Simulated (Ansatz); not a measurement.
**[Cl···H···GeH3], doublet along the distance Cl1-H2**

Starting geometry:

```xyz
6

Cl   -2.4845    0.0000    0.0000
H    -1.2057    0.0000    0.0000
Ge    1.1615    0.0000    0.0000
H     1.6301   -1.4659    0.0000
H     1.6301    0.7330   -1.2695
H     1.6301    0.7330    1.2695
```

From there H2 is moved from one fragment to the other while all else, the fragments' distance too, stays fixed, so the hump isn't the reaction's barrier; atoms are numbered as listed. Energies are in kJ/mol, counted from the starting geometry at the same level. Kohn–Sham curves are unrestricted where that lies lower.

Basis cc-pVDZ; Ansatz 0.2.0. Only valence electrons are correlated (noble-gas cores and the filled d shells of p-block atoms frozen). Prefix R: restricted or restricted open-shell reference; prefix U: unrestricted. No spin–orbit coupling is included, and no scalar relativity.

In so small a basis the reference is far from its limit while semilocal and hybrid functionals are nearer theirs (RPA and double hybrids share much of the reference's basis error), so the functionals' errors here hold much of the reference's basis and frozen-core error, which can add to them or hide them.

Full CI isn't at hand for all of this; UCCSDT(Q) serves as the reference, and is uncertain by about the last step of the cluster series.

```tsv
distance Cl1-H2 (Å)	UCCSDT(Q)	PBE	r2SCAN	B97M-V	PBE0	B3LYP	wB97M-V	B2PLYP	RPA-PBE
1.279	0.0	0.0	0.0	0.0	0.0	0.0	0.0	0.0	0.0
1.398	8.2	-2.9	0.8	3.4	2.5	0.7	4.9	4.7	6.2
1.638	55.3	25.6	36.2	36.6	39.6	32.9	49.1	44.9	46.1
1.877	60.9	37.6	48.5	42.9	49.6	39.2	59.5	51.4	47.3
2.116	49.4	49.4	54.0	44.7	52.8	41.6	55.6	47.4	38.6
```

(1) Judged by the spread of the error over the points with a reference (largest less smallest), which of these follows UCCSDT(Q) best and which worst?

## Answers

(1) Subtracting the UCCSDT(Q) column from each: best B2PLYP (errors from -10.4 to 0.0, spread 10.4 kJ/mol), worst PBE (from -29.7 to 0.0, spread 29.7 kJ/mol). Functionals and wave-function methods converge differently with the basis, so part of this is basis effect.
